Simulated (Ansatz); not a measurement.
# AlFH3O+: one structure at several levels

One table from this session's results is given with a row withheld; the runs are named, their logs left out.

Computed with Ansatz 0.2.0, Gaussian basis. Level: single points in def2-TZVPP.

Correlated methods freeze the cores. B3LYP uses VWN-RPA correlation.

### The starting structure

6 atoms, charge 1, spin multiplicity 1.

Atoms are counted from 1 here; the program's logs count them from 0.

Bond lengths: O1–Al2 1.772 Å, O1–H4 0.999 Å, O1–H5 0.986 Å, Al2–F3 1.568 Å, Al2–H6 1.455 Å. Angles: Al2–O1–H4 118.9°, Al2–O1–H5 134.5°, H4–O1–H5 106.6°, O1–Al2–F3 102.1°, O1–Al2–H6 113.2°, F3–Al2–H6 144.6°.

As a file:

```xyz
6

O    -0.5366    0.1264   -0.6065
Al    0.6018   -0.0819    0.7352
F     0.9778   -1.5990    0.6160
H    -0.7775   -0.6666   -1.1635
H    -1.0286    0.8943   -0.9824
H     0.8268    1.1399    1.4917
```

Set-up of the first run:

Input file run/in.yaml:

```yaml
crystal:
  periodic: [false, false, false]
  atoms:
    - {symbol: O, position_ang: [-0.536600, 0.126400, -0.606500]}
    - {symbol: Al, position_ang: [0.601800, -0.081900, 0.735200]}
    - {symbol: F, position_ang: [0.977800, -1.599000, 0.616000]}
    - {symbol: H, position_ang: [-0.777500, -0.666600, -1.163500]}
    - {symbol: H, position_ang: [-1.028600, 0.894300, -0.982400]}
    - {symbol: H, position_ang: [0.826800, 1.139900, 1.491700]}
basis:
  gaussian: {orbitals: def2-TZVPP}
total_charge: 1
correlation: {method: ccsd_t}
output: {forces: true}
```

The command line of these runs was not kept.

Steps of the session up to this table: CCSD(T)/def2-TZVPP; PBE0-D4/def2-TZVPP; wB97M-V/def2-TZVPP; r2SCAN-D4/def2-TZVPP; PBE-D4/def2-TZVPP; B3LYP-D4/def2-TZVPP; LC-wPBE/def2-TZVPP.

One of the session's tables, all rows but one given; the rest of the session is left out.

| method | RMS force component (eV/Å) | angle to CCSD(T) forces (°) |
| --- | --- | --- |
| CCSD(T) | 1.005 | reference |
| PBE0-D4 | ? | ? |
| wB97M-V | 0.991 | 3.1 |
| r2SCAN-D4 | 0.951 | 2.9 |
| PBE-D4 | 0.994 | 12.9 |
| B3LYP-D4 | 0.974 | 3.0 |
| LC-wPBE | 0.992 | 1.6 |

Q: Estimate the row for PBE0-D4 from the others.

The run gave: RMS force component (eV/Å): 0.978; angle to CCSD(T) forces (°): 3.8. In the column «RMS force component (eV/Å)» it lies between B3LYP-D4 (0.974) and wB97M-V (0.991).
